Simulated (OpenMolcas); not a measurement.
**A ladder of methods for BH2O (SMILES B[O])**

BH2O has 4 atoms, charge 0, and is taken as a doublet. SMILES: `B[O]`. The coordinates come from a PBE0-D4/def2-TZVP relaxation.

```xyz
4

B    -0.0011   -0.0103   -0.0151
O     1.0253   -0.3408    0.6769
H    -1.0526   -0.5877    0.1516
H     0.0839    0.8785   -0.8336
```

Quantity: the energy change with the B1–H3 bond stretched from 1.211 to 2.119 Å, in eV. The values are calculated.

| level | kind | program | value (eV) | CPU time (all runs) |
| --- | --- | --- | --- | --- |
| ROHF/STO-3G | Hartree–Fock | OpenMolcas | 4.60 | 4.1 s |
| UB3LYP/STO-3G | global hybrid | OpenMolcas | 3.12 | 9.6 s |
| UM06-2X/STO-3G | hybrid meta-GGA | OpenMolcas | ? | 12 s |
| UPBE0/STO-3G | global hybrid | OpenMolcas | ? | 8.4 s |
| CASPT2(3,3)/STO-3G | multireference | OpenMolcas | 2.68 | 3.5 s |
| CASSCF(3,3)/STO-3G | multireference | OpenMolcas | 3.19 | 3.8 s |
| ROCCSD(T)/STO-3G | coupled cluster or CI | OpenMolcas | 2.51 | 4.5 s |
| FCI/STO-3G | exact in the basis | OpenMolcas | 2.51 | 9.1 s |

(1) Estimate what the levels marked ? give.

Results:

(1) As computed at these levels: UM06-2X/STO-3G: 3.26 eV; UPBE0/STO-3G: 3.24 eV. The first shape isn't each level's own minimum. The values span 2.51 to 4.60 eV. Spin contamination of the reference (⟨S²⟩ at least 0.1 too high) touches UM06-2X/STO-3G. All rows use very small basis sets, so even the best lies far from the true value. CPU times are rough (shared hosts, several kinds of processor): they show what a rung costs within a factor of a few.
